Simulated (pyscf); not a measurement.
H₃C–CH•–GeH₃ → •H₂C–CH₂–GeH₃, a hydrogen shift (doublet surface; C–H broken, C–H formed). Optimised with ωB97X-D3(BJ)/def2-SVP in PySCF. Energies in eV from the reactant's lowest minimum found.

Small-basis levels: PySCF, no dispersion term, spherical d functions. Open shells are spin-unrestricted. 

### Question
Quick B3LYP/6-31G*+LANL2DZ single points give ΔE‡ = 1.91 eV and ΔE = +0.07 eV. What does ωB97M-D3(BJ)/def2-TZVP give, and how far is the quick result from it?

### Answer
ωB97M-D3(BJ)/def2-TZVP gives ΔE‡ = 1.76 eV and ΔE = +0.01 eV. B3LYP/6-31G*+LANL2DZ lies 0.15 eV over it in the barrier and 0.06 eV over it in the reaction energy, so on this step it does not hold to within 0.13 eV. ωB97M-D3(BJ)/def2-TZVP has limits of its own. H₃C–CH•–GeH₃ lies 1.07 eV over its isomer H₃C–GeH•–CH₃ (electronic energy, ωB97M-D3(BJ)/def2-TZVP). •H₂C–CH₂–GeH₃ lies 1.08 eV over its isomer H₃C–GeH•–CH₃ (electronic energy, ωB97M-D3(BJ)/def2-TZVP). This is the saddle that the search found; another between the same sides may lie lower. In the def2 sets elements up to Kr have no core potential.
